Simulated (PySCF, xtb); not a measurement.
## Two structures of CH2BN+

Structure I: a doublet given by its coordinates. Structure II: the doublet with the links of `[B]=[N+]=C`. Both are isolated ions in the gas phase, relaxed with PBE0-D3(BJ)/def2-SVP.

I (Å):

```csv
atom,x (Å),y (Å),z (Å)
C,0.3224,2.3812,-1.5209
B,-0.2787,0.9065,-1.3860
N,0.9572,1.3749,-1.8911
H,-1.1326,0.1404,-1.0762
H,0.3114,3.4800,-1.4182
```

Close contacts (Å): C1–B2 1.60, C1–N3 1.25, B2–N3 1.41, C1–H5 1.10, B2–H4 1.19.

II (Å):

```json
{"atom": "C", "x (Å)": "0.1600", "y (Å)": "2.0185", "z (Å)": "-1.0431"}
{"atom": "B", "x (Å)": "-0.7395", "y (Å)": "0.3655", "z (Å)": "-2.7785"}
{"atom": "N", "x (Å)": "-0.2855", "y (Å)": "1.1997", "z (Å)": "-1.9030"}
{"atom": "H", "x (Å)": "1.2081", "y (Å)": "2.3617", "z (Å)": "-1.0896"}
{"atom": "H", "x (Å)": "-0.4959", "y (Å)": "2.3960", "z (Å)": "-0.2395"}
```

Which of the two would you expect CCSD(T)/def2-SVP + ΔMP2/def2-TZVPP electronic energies to favour?

Structure I; the calculation gives E(II) − E(I) = +0.229 eV.

The same difference at several levels:

```tsv
level	geometry	E(II) − E(I) (eV)	departure from the last row (eV)	job, with rough time for the two
GFN2-xTB	GFN2-xTB	+0.064	−0.165	optimisation, 0.068 s
HF/STO-3G	GFN2-xTB	−0.405	−0.634	single point, 1.5 s
r2SCAN-D4/def2-SVP	GFN2-xTB	+0.020	−0.209	single point, 59 s
PBE0-D3(BJ)/def2-SVP	PBE0-D3(BJ)/def2-SVP	+0.116	−0.113	optimisation, 57 s
HF/def2-SVP	PBE0-D3(BJ)/def2-SVP	−0.417	−0.646	part of the CCSD(T) run
MP2/def2-SVP	PBE0-D3(BJ)/def2-SVP	+0.140	−0.089	part of the CCSD(T) run
CCSD(T)/def2-SVP	PBE0-D3(BJ)/def2-SVP	+0.114	−0.115	single point
CCSD(T)/def2-SVP + ΔMP2/def2-TZVPP	PBE0-D3(BJ)/def2-SVP	+0.229		single point, 37 s
```

HF/STO-3G, HF/def2-SVP put the two in the other order. r2SCAN-D4/def2-SVP finds them nearly level. The largest departure from CCSD(T)/def2-SVP + ΔMP2/def2-TZVPP is that of HF/def2-SVP, 0.646 eV. The last row adds to CCSD(T) the change of the MP2 difference between the two basis sets, here +0.115 eV.

With harmonic frequencies from PBE0-D3(BJ)/def2-SVP (ideal gas, rigid rotor, one conformer each, 298.15 K, 1 atm): on the last row, ΔE + ΔZPE = +0.297, ΔH = +0.310, ΔG = +0.314 eV.

Open shells are spin-unrestricted. The correlated steps freeze 3 core orbitals. Programs: PySCF 2.14.0, xtb 6.7.1; the last row on 2 threads of Arm Neoverse V1 on a shared host.
